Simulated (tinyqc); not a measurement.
Inside a calculation. Method: CIS and TDHF on RHF in the sto-3g basis, frozen core, for H2O, spin multiplicity 1. Computed by tinyqc, a small Python program that keeps every step (integrals from PySCF). Settings: charge = 0, multiplicity = 1, basis = sto-3g, method = RHF, frozen orbitals = 1, energy threshold = 1e-10, iteration cap = 81, orthogonalisation = symmetric, start = Wolfsberg-Helmholz matrix, DIIS depth = 6, TDHF = 1. Command: `OMP_NUM_THREADS=1 python tinyqc.py 31010 31011 out.jsonl` (the two numbers bound the seeds that draw the settings). One thread of a shared host (Intel(R) Xeon(R) Processor @ 2.60GHz), about 0.06 s of CPU time with the checks. The early iterations of the SCF are left out here.

## One-electron integrals

Geometry (angstrom):
```
atom       x        y       z
O     0.0000   0.0000  0.0000
H     0.0000   0.6470  0.6310
H     0.0000  -0.6210  0.6050
```

Basis sto-3g: exponents (1/bohr^2) and contraction coefficients of normalised primitives:
```
element  l (shell)  exponent  coefficient
O            s (1)  130.7093       0.1543
O            s (1)   23.8089       0.5353
O            s (1)    6.4436       0.4446
O            s (2)    5.0332      -0.1000
O            s (2)    1.1696       0.3995
O            s (2)    0.3804       0.7001
O            p (3)    5.0332       0.1559
O            p (3)    1.1696       0.6077
O            p (3)    0.3804       0.3920
H            s (1)    3.4253       0.1543
H            s (1)    0.6239       0.5353
H            s (1)    0.1689       0.4446
```

Overlap, kinetic and nuclear-attraction integrals over the contracted functions; the nuclear repulsion is the sum of Za Zb / Rab.

nuclear repulsion = 9.984416 hartree

overlap S, lower triangle:
```
         1O 1s   1O 2s  1O 2px   1O 2py  1O 2pz   2H 1s   3H 1s
1O 1s   1.0000
1O 2s   0.2367  1.0000
1O 2px  0.0000  0.0000  1.0000
1O 2py  0.0000  0.0000  0.0000   1.0000
1O 2pz  0.0000  0.0000  0.0000   0.0000  1.0000
2H 1s   0.0612  0.5105  0.0000   0.2945  0.2872  1.0000
3H 1s   0.0667  0.5357  0.0000  -0.3027  0.2949  0.3538  1.0000
```

kinetic energy T (hartree), lower triangle:
```
          1O 1s   1O 2s  1O 2px   1O 2py  1O 2pz   2H 1s   3H 1s
1O 1s   29.0032
1O 2s   -0.1680  0.8081
1O 2px   0.0000  0.0000  2.5287
1O 2py   0.0000  0.0000  0.0000   2.5287
1O 2pz   0.0000  0.0000  0.0000   0.0000  2.5287
2H 1s    0.0019  0.1559  0.0000   0.2341  0.2283  0.7600
3H 1s    0.0056  0.1766  0.0000  -0.2565  0.2499  0.0392  0.7600
```

nuclear attraction V (hartree), lower triangle:
```
           1O 1s     1O 2s    1O 2px    1O 2py    1O 2pz    2H 1s    3H 1s
1O 1s   -61.8144
1O 2s    -7.4662  -10.2230
1O 2px    0.0000    0.0000  -10.0514
1O 2py    0.0011    0.0095    0.0000  -10.2031
1O 2pz   -0.0254   -0.2888    0.0000    0.0063  -10.1955
2H 1s    -1.9923   -4.2773    0.0000   -2.1900   -2.2524  -6.1137
3H 1s    -2.1745   -4.5420    0.0000    2.2903   -2.3493  -2.3486  -6.2695
```

core Hamiltonian H = T + V (hartree), lower triangle:
```
           1O 1s    1O 2s   1O 2px   1O 2py   1O 2pz    2H 1s    3H 1s
1O 1s   -32.8112
1O 2s    -7.6342  -9.4148
1O 2px    0.0000   0.0000  -7.5227
1O 2py    0.0011   0.0095   0.0000  -7.6743
1O 2pz   -0.0254  -0.2888   0.0000   0.0063  -7.6668
2H 1s    -1.9904  -4.1214   0.0000  -1.9559  -2.0241  -5.3536
3H 1s    -2.1689  -4.3654   0.0000   2.0338  -2.0994  -2.3094  -5.5095
```

## Two-electron integrals

Functions are numbered as in S; the eight-fold symmetry (ij|kl) = (ji|kl) = (kl|ij) leaves the list below.

Two-electron integrals (ij|kl) in chemists' order, unique and non-zero (hartree):
```
(11|11) 4.7851      (21|11) 0.7414      (21|21) 0.1369      (22|11) 1.1189
(22|21) 0.2566      (22|22) 0.8172      (31|31) 0.0245      (32|31) 0.0378
(32|32) 0.1805      (33|11) 1.1158      (33|21) 0.2567      (33|22) 0.8170
(33|33) 0.8802      (41|41) 0.0245      (42|41) 0.0378      (42|42) 0.1805
(43|43) 0.0474      (44|11) 1.1158      (44|21) 0.2567      (44|22) 0.8170
(44|33) 0.7853      (44|44) 0.8802      (51|51) 0.0245      (52|51) 0.0378
(52|52) 0.1805      (53|53) 0.0474      (54|54) 0.0474      (55|11) 1.1158
(55|21) 0.2567      (55|22) 0.8170      (55|33) 0.7853      (55|44) 0.7853
(55|55) 0.8802      (61|11) 0.1952      (61|21) 0.0357      (61|22) 0.0664
(61|33) 0.0663      (61|41) 0.0012      (61|42) 0.0022      (61|44) 0.0665
(61|51) 0.0011      (61|52) 0.0021      (61|54) 1.88e-04    (61|55) 0.0665
(61|61) 0.0094      (62|11) 0.4421      (62|21) 0.1025      (62|22) 0.3576
(62|33) 0.3519      (62|41) 0.0055      (62|42) 0.0404      (62|44) 0.3606
(62|51) 0.0053      (62|52) 0.0394      (62|54) 0.0085      (62|55) 0.3601
(62|61) 0.0272      (62|62) 0.1885      (63|31) 0.0111      (63|32) 0.0633
(63|43) 0.0085      (63|53) 0.0083      (63|63) 0.0279      (64|11) 0.2176
(64|21) 0.0512      (64|22) 0.1906      (64|33) 0.1819      (64|41) 0.0135
(64|42) 0.0839      (64|44) 0.2036      (64|51) 0.0023      (64|52) 0.0201
(64|54) 0.0129      (64|55) 0.1863      (64|61) 0.0142      (64|62) 0.1221
(64|64) 0.1062      (65|11) 0.2122      (65|21) 0.0499      (65|22) 0.1859
(65|33) 0.1774      (65|41) 0.0023      (65|42) 0.0201      (65|44) 0.1819
(65|51) 0.0134      (65|52) 0.0829      (65|54) 0.0130      (65|55) 0.1983
(65|61) 0.0139      (65|62) 0.1191      (65|64) 0.0763      (65|65) 0.1024
(66|11) 0.5583      (66|21) 0.1316      (66|22) 0.5229      (66|33) 0.5016
(66|41) 0.0096      (66|42) 0.0961      (66|44) 0.5340      (66|51) 0.0094
(66|52) 0.0937      (66|54) 0.0316      (66|55) 0.5324      (66|61) 0.0353
(66|62) 0.3361      (66|64) 0.2489      (66|65) 0.2427      (66|66) 0.7746
(71|11) 0.2130      (71|21) 0.0389      (71|22) 0.0724      (71|33) 0.0722
(71|41) -0.0013     (71|42) -0.0023     (71|44) 0.0724      (71|51) 0.0012
(71|52) 0.0023      (71|54) -2.02e-04   (71|55) 0.0724      (71|61) 0.0102
(71|62) 0.0289      (71|64) 0.0137      (71|65) 0.0147      (71|66) 0.0370
(71|71) 0.0112      (72|11) 0.4700      (72|21) 0.1089      (72|22) 0.3785
(72|33) 0.3725      (72|41) -0.0058     (72|42) -0.0422     (72|44) 0.3815
(72|51) 0.0056      (72|52) 0.0411      (72|54) -0.0088     (72|55) 0.3811
(72|61) 0.0282      (72|62) 0.1696      (72|64) 0.0747      (72|65) 0.1043
(72|66) 0.2573      (72|71) 0.0315      (72|72) 0.2091      (73|31) 0.0120
(73|32) 0.0676      (73|43) -0.0090     (73|53) 0.0087      (73|63) 0.0248
(73|73) 0.0314      (74|11) -0.2271     (74|21) -0.0534     (74|22) -0.1982
(74|33) -0.1890     (74|41) 0.0145      (74|42) 0.0888      (74|44) -0.2118
(74|51) -0.0024     (74|52) -0.0207     (74|54) 0.0134      (74|55) -0.1936
(74|61) -0.0131     (74|62) -0.0727     (74|64) -0.0074     (74|65) -0.0436
(74|66) -0.0934     (74|71) -0.0162     (74|72) -0.1330     (74|74) 0.1153
(75|11) 0.2213      (75|21) 0.0520      (75|22) 0.1931      (75|33) 0.1841
(75|41) -0.0024     (75|42) -0.0207     (75|44) 0.1888      (75|51) 0.0144
(75|52) 0.0878      (75|54) -0.0135     (75|55) 0.2061      (75|61) 0.0141
(75|62) 0.1030      (75|64) 0.0441      (75|65) 0.0871      (75|66) 0.1730
(75|71) 0.0158      (75|72) 0.1296      (75|74) -0.0817     (75|75) 0.1110
(76|11) 0.2297      (76|21) 0.0538      (76|22) 0.2035      (76|33) 0.1983
(76|41) 4.38e-05    (76|42) 4.85e-04    (76|44) 0.2015      (76|51) 0.0044
(76|52) 0.0382      (76|54) 1.53e-04    (76|55) 0.2104      (76|61) 0.0142
(76|62) 0.1090      (76|64) 0.0604      (76|65) 0.0773      (76|66) 0.2030
(76|71) 0.0154      (76|72) 0.1140      (76|74) -0.0615     (76|75) 0.0797
(76|76) 0.0750      (77|11) 0.5776      (77|21) 0.1360      (77|22) 0.5367
(77|33) 0.5149      (77|41) -0.0101     (77|42) -0.0988     (77|44) 0.5481
(77|51) 0.0099      (77|52) 0.0962      (77|54) -0.0324     (77|55) 0.5465
(77|61) 0.0351      (77|62) 0.2496      (77|64) 0.0933      (77|65) 0.1699
(77|66) 0.3996      (77|71) 0.0397      (77|72) 0.3574      (77|74) -0.2602
(77|75) 0.2535      (77|76) 0.2030      (77|77) 0.7746
```

## Orthogonalisation

S = U s U^T; symmetric (Loewdin) form X = U s^(-1/2) U^T, so that X^T S X = 1.

eigenvalues of S: 0.2934  0.3677  0.8768  1.0000  1.1014  1.2808  2.0799

X, lower triangle:
```
          1O 1s    1O 2s  1O 2px   1O 2py   1O 2pz    2H 1s   3H 1s
1O 1s    1.0244
1O 2s   -0.1467   1.3072
1O 2px   0.0000   0.0000  1.0000
1O 2py   0.0005  -0.0115  0.0000   1.1203
1O 2pz  -0.0130   0.1557  0.0000  -0.0051   1.0849
2H 1s    0.0222  -0.3187  0.0000  -0.2447  -0.1771   1.2616
3H 1s    0.0231  -0.3555  0.0000   0.2587  -0.1921  -0.1408  1.2946
```

## Iteration 8 (converged): orbitals

converged F (hartree), lower triangle:
```
           1O 1s    1O 2s   1O 2px   1O 2py   1O 2pz    2H 1s    3H 1s
1O 1s   -20.2401
1O 2s    -5.1663  -2.4830
1O 2px    0.0000   0.0000  -0.4059
1O 2py    0.0010   0.0111   0.0000  -0.3589
1O 2pz   -0.0330  -0.1816   0.0000   0.0119  -0.4196
2H 1s    -1.3560  -1.1329   0.0000  -0.3729  -0.4433  -0.6744
3H 1s    -1.4765  -1.2005   0.0000   0.3835  -0.4540  -0.5623  -0.7343
```

Diagonalise F' = X^T F X, C = X C', fill 5 alpha and 5 beta electrons from the bottom; D = 2 C_occ C_occ^T. Each column has its largest component positive (the first on a tie).

F' = X^T F X (hartree), lower triangle:
```
          1        2        3        4        5        6       7
1  -19.8577
2   -2.6915  -1.1952
3    0.0000   0.0000  -0.4059
4   -0.0008  -0.0058   0.0000  -0.0420
5   -0.0557   0.1276   0.0000   0.0038  -0.2035
6   -0.2336  -0.5502   0.0000  -0.4908  -0.3783   0.0393
7   -0.2735  -0.5982   0.0000   0.5038  -0.3956  -0.1649  0.0519
```

orbital energies (hartree): MO1 -20.2492, MO2 -1.3281, MO3 -0.6301, MO4 -0.4922, MO5 -0.4059, MO6 0.6886, MO7 0.8038

coefficients C:
```
            MO1      MO2      MO3      MO4     MO5      MO6      MO7
1O 1s    0.9940  -0.2285  -0.0058   0.1158  0.0000   0.1325   0.0299
1O 2s    0.0281   0.8015   0.0328  -0.6013  0.0000  -0.9590  -0.2388
1O 2px   0.0000   0.0000   0.0000   0.0000  1.0000   0.0000   0.0000
1O 2py  -0.0003  -0.0108   0.6308   0.0123  0.0000  -0.1928   0.9730
1O 2pz   0.0056   0.1740  -0.0179   0.7511  0.0000  -0.8027  -0.1749
2H 1s   -0.0064   0.1527   0.4514   0.2744  0.0000   0.9836  -0.7314
3H 1s   -0.0070   0.1676  -0.4492   0.2498  0.0000   0.6493   1.1012
```

D after iteration 8, lower triangle:
```
          1O 1s    1O 2s  1O 2px   1O 2py  1O 2pz    2H 1s   3H 1s
1O 1s    2.1074
1O 2s   -0.4503   2.0118
1O 2px   0.0000   0.0000  2.0000
1O 2py  -0.0001   0.0093  0.0000   0.7963
1O 2pz   0.1058  -0.6252  0.0000  -0.0078  1.1895
2H 1s   -0.0242  -0.0560  0.0000   0.5730  0.4491   0.6049
3H 1s   -0.0275  -0.0615  0.0000  -0.5641  0.4495  -0.2172  0.5846
```

## Convergence

Stop when the energy changes by less than 1e-10 hartree and every element of the error matrix X^T (F D S - S D F) X is below 3e-06.

Course of the cycle:
```
iteration  E (hartree)     change  largest element of the error matrix
1           -74.650390          -                             3.87e-01
2           -74.911721  -2.61e-01                             1.05e-01
3           -74.927804  -1.61e-02                             2.18e-02
4           -74.928422  -6.18e-04                             3.31e-03
5           -74.928451  -2.88e-05                             9.74e-05
6           -74.928451  -9.53e-09                             1.00e-05
7           -74.928451  -1.17e-10                             2.56e-06
8           -74.928451  -8.64e-12                             1.20e-07
```

PySCF RHF in the same basis = -74.928451 hartree

Converged in 8 iterations.

## Integrals over molecular orbitals

(pq|rs) = sum C_ip C_jq C_kr C_ls (ij|kl), one index at a time.

one-electron integrals over orbitals h = C^T H C (hartree), lower triangle:
```
          1        2        3        4        5        6        7
1  -32.7930
2    0.5491  -7.7828
3    0.0141   0.0004  -6.5914
4   -0.2696   0.3843   0.0471  -7.1175
5    0.0000   0.0000   0.0000   0.0000  -7.5227
6   -0.3038   1.4259   0.3456   0.9993   0.0000  -5.4690
7   -0.0686   0.3292  -1.5866   0.1512   0.0000   0.0288  -5.5795
```

Two-electron integrals over orbitals (pq|rs), unique and non-zero (hartree); the lowest 1 orbital is frozen and left out:
```
(22|22) 0.7447     (32|22) -0.0070    (32|32) 0.1485     (33|22) 0.6691
(33|32) 0.0032     (33|33) 0.6603     (42|22) 0.0211     (42|32) 1.84e-04
(42|33) 0.0065     (42|42) 0.1149     (43|22) -0.0026    (43|32) 0.0107
(43|33) -0.0021    (43|42) 0.0048     (43|43) 0.0468     (44|22) 0.6701
(44|32) 0.0030     (44|33) 0.6166     (44|42) -0.1035    (44|43) -0.0070
(44|44) 0.8057     (52|52) 0.1406     (53|52) 0.0026     (53|53) 0.0309
(54|52) -0.0515    (54|53) -0.0018    (54|54) 0.0615     (55|22) 0.7456
(55|32) 0.0009     (55|33) 0.6494     (55|42) -0.0661    (55|43) -0.0063
(55|44) 0.7375     (55|55) 0.8802     (62|22) -0.1466    (62|32) -0.0079
(62|33) -0.0868    (62|42) -0.0141    (62|43) 0.0082     (62|44) -0.0890
(62|55) -0.1607    (62|62) 0.1051     (63|22) -0.0273    (63|32) 0.0280
(63|33) -0.0198    (63|42) 0.0159     (63|43) 0.0228     (63|44) -0.0310
(63|55) -0.0387    (63|62) 0.0229     (63|63) 0.0635     (64|22) -0.0797
(64|32) 0.0163     (64|33) -0.0423    (64|42) 0.0373     (64|43) 0.0023
(64|44) -0.1204    (64|55) -0.1057    (64|62) 0.0536     (64|63) 0.0238
(64|64) 0.0668     (65|52) -0.0582    (65|53) -0.0058    (65|54) 0.0049
(65|65) 0.0393     (66|22) 0.6375     (66|32) 0.0364     (66|33) 0.5901
(66|42) 0.0565     (66|43) 0.0158     (66|44) 0.5619     (66|55) 0.6049
(66|62) -0.1012    (66|63) 0.0108     (66|64) -0.0341    (66|66) 0.6278
(72|22) -0.0330    (72|32) 0.0276     (72|33) -0.0172    (72|42) 0.0007
(72|43) -0.0378    (72|44) -0.0237    (72|55) -0.0371    (72|62) 0.0115
(72|63) -0.0328    (72|64) 0.0145     (72|66) -0.0281    (72|72) 0.0610
(73|22) 0.1119     (73|32) 0.0093     (73|33) 0.0881     (73|42) -0.0800
(73|43) -0.0014    (73|44) 0.1560     (73|55) 0.1751     (73|62) -0.0729
(73|63) -0.0197    (73|64) -0.0710    (73|66) 0.0388     (73|72) -0.0247
(73|73) 0.1487     (74|22) -0.0089    (74|32) -0.0805    (74|33) -0.0096
(74|42) 0.0032     (74|43) 0.0099     (74|44) -0.0189    (74|55) -0.0154
(74|62) 0.0129     (74|63) -0.0324    (74|64) -0.0048    (74|66) -0.0286
(74|72) -0.0106    (74|73) -0.0190    (74|74) 0.0713     (75|52) -0.0133
(75|53) 0.0224     (75|54) 0.0021     (75|65) 0.0036     (75|75) 0.0236
(76|22) 0.0064     (76|32) -0.0891    (76|33) -0.0089    (76|42) 0.0113
(76|43) -0.0357    (76|44) -0.0117    (76|55) -0.0022    (76|62) -0.0092
(76|63) -0.0456    (76|64) -0.0136    (76|66) -0.0323    (76|72) 0.0152
(76|73) -0.0175    (76|74) 0.0508     (76|76) 0.0949     (77|22) 0.6344
(77|32) -0.0404    (77|33) 0.6243     (77|42) -0.0022    (77|43) -0.0160
(77|44) 0.6098     (77|55) 0.6242     (77|62) -0.0700    (77|63) -0.0364
(77|64) -0.0389    (77|66) 0.5662     (77|72) -0.0097    (77|73) 0.0693
(77|74) 0.0182     (77|76) 0.0314     (77|77) 0.6408
```

## CIS matrix, singlets

A(ia,jb) = (e_a - e_i) d_ij d_ab + 2 (ia|jb) - (ij|ab).

CIS matrix A, singlet (hartree), lower triangle:
```
         2>6      2>7      3>6      3>7     4>6     4>7     5>6     5>7
2>6   1.5893
2>7   0.0166   1.6194
3>6   0.0095   0.0235   0.8557
3>7  -0.0567  -0.0091  -0.0304   1.1070
4>6   0.0507   0.0177   0.0318  -0.1062  0.7525
4>7   0.0146  -0.0191  -0.0290  -0.0219  0.0022  0.8287
5>6   0.0000   0.0000   0.0000   0.0000  0.0000  0.0000  0.5681
5>7   0.0000   0.0000   0.0000   0.0000  0.0000  0.0000  0.0095  0.6326
```

## CIS singlet states

dipole integrals <i|r|a> (bohr):
```
           x        y        z
2>6   0.0000   0.0138   0.1786
2>7   0.0000  -0.1545   0.0500
3>6   0.0000   0.6619   0.1404
3>7   0.0000   0.1334  -0.6610
4>6   0.0000   0.1473   0.5300
4>7   0.0000  -0.6004   0.0850
5>6  -0.0622   0.0000   0.0000
5>7  -0.0125   0.0000   0.0000
```

Diagonalise A (1 hartree = 27.211386 eV); each vector has its largest component positive (the first on a tie). The transition dipole is mu = sqrt2 sum c_ia <i|r|a>.

singlet excitation energies (eV): 15.4219  17.2520  19.5342  21.9445  23.7913  30.7910  43.2622  44.4250

lowest vectors:
```
     state 1  state 2  state 3  state 4  state 5  state 6
2>6   0.0000   0.0000  -0.0377  -0.0166   0.0018   0.1487
2>7   0.0000   0.0000  -0.0116   0.0046  -0.0413   0.0255
3>6   0.0000   0.0000  -0.1650   0.5320   0.8208  -0.1208
3>7   0.0000   0.0000   0.2415   0.1352   0.1039   0.9461
4>6   0.0000   0.0000   0.9554   0.0670   0.1085  -0.2545
4>7   0.0000   0.0000  -0.0113   0.8330  -0.5495  -0.0531
5>6   0.9898   0.1422   0.0000   0.0000   0.0000   0.0000
5>7  -0.1422   0.9898   0.0000   0.0000   0.0000   0.0000
```

oscillator strengths 2/3 w |mu|^2: 0.0027  0.0004  0.1000  0.0242  0.9679  0.8597

## TDHF (RPA) singlet states

B(ia,jb) = 2 (ia|jb) - (ib|ja); the squared energies are the eigenvalues of (A - B)(A + B); 1 hartree = 27.211386 eV.

TDHF matrix B, singlet (hartree), lower triangle:
```
         2>6      2>7      3>6      3>7      4>6     4>7     5>6     5>7
2>6   0.1051
2>7   0.0115   0.0610
3>6   0.0229   0.0073   0.0635
3>7  -0.1130  -0.0247  -0.0197   0.1487
4>6   0.0536   0.0160   0.0238  -0.1096   0.0668
4>7   0.0114  -0.0106   0.0062  -0.0190  -0.0048  0.0713
5>6   0.0000   0.0000   0.0000   0.0000   0.0000  0.0000  0.0393
5>7   0.0000   0.0000   0.0000   0.0000   0.0000  0.0000  0.0036  0.0236
```

squared energies w^2 (hartree^2): 0.3197  0.4013  0.5111  0.6452  0.7603  1.2309  2.4993  2.6445

TDHF energies from the positive w^2 (eV): 15.3866  17.2380  19.4533  21.8572  23.7276  30.1899  43.0194  44.2508

## CIS matrix, triplets

A(ia,jb) = (e_a - e_i) d_ij d_ab - (ij|ab).

CIS matrix A, triplet (hartree), lower triangle:
```
         2>6      2>7      3>6     3>7     4>6     4>7     5>6     5>7
2>6   1.3792
2>7  -0.0064   1.4974
3>6  -0.0364   0.0891   0.7286
3>7   0.0891   0.0404   0.0089  0.8096
4>6  -0.0565  -0.0113  -0.0158  0.0357  0.6189
4>7  -0.0113   0.0022   0.0357  0.0160  0.0117  0.6862
5>6   0.0000   0.0000   0.0000  0.0000  0.0000  0.0000  0.4896
5>7   0.0000   0.0000   0.0000  0.0000  0.0000  0.0000  0.0022  0.5855
```

## CIS triplet states

Diagonalise A (1 hartree = 27.211386 eV); each vector has its largest component positive (the first on a tie).

triplet excitation energies (eV): 13.3203  15.9338  16.3277  18.1219  20.0628  21.9974  38.0366  41.1000

lowest vectors:
```
     state 1  state 2  state 3  state 4  state 5  state 6
2>6   0.0000   0.0000   0.0980   0.0250   0.0667  -0.1145
2>7   0.0000   0.0000   0.0019   0.0588  -0.0922  -0.0690
3>6   0.0000   0.0000   0.2009  -0.4734   0.8397   0.1220
3>7   0.0000   0.0000  -0.1986  -0.1488  -0.1723   0.9404
4>6   0.0000   0.0000   0.9405   0.2111  -0.1398   0.2171
4>7   0.0000   0.0000  -0.1614   0.8397   0.4824   0.1891
5>6   0.9997   0.0228   0.0000   0.0000   0.0000   0.0000
5>7  -0.0228   0.9997   0.0000   0.0000   0.0000   0.0000
```

## TDHF (RPA) triplet states

B(ia,jb) = - (ib|ja); the squared energies are the eigenvalues of (A - B)(A + B); 1 hartree = 27.211386 eV.

TDHF matrix B, triplet (hartree), lower triangle:
```
         2>6      2>7      3>6      3>7      4>6      4>7      5>6      5>7
2>6  -0.1051
2>7  -0.0115  -0.0610
3>6  -0.0229   0.0729  -0.0635
3>7   0.0328   0.0247   0.0197  -0.1487
4>6  -0.0536  -0.0129  -0.0238   0.0324  -0.0668
4>7  -0.0145   0.0106   0.0710   0.0190   0.0048  -0.0713
5>6   0.0000   0.0000   0.0000   0.0000   0.0000   0.0000  -0.0393
5>7   0.0000   0.0000   0.0000   0.0000   0.0000   0.0000  -0.0036  -0.0236
```

squared energies w^2 (hartree^2): 0.2381  0.3418  0.3423  0.4242  0.5362  0.6338  1.9413  2.2712

TDHF energies from the positive w^2 (eV): 13.2773  15.9093  15.9203  17.7222  19.9250  21.6629  37.9141  41.0093
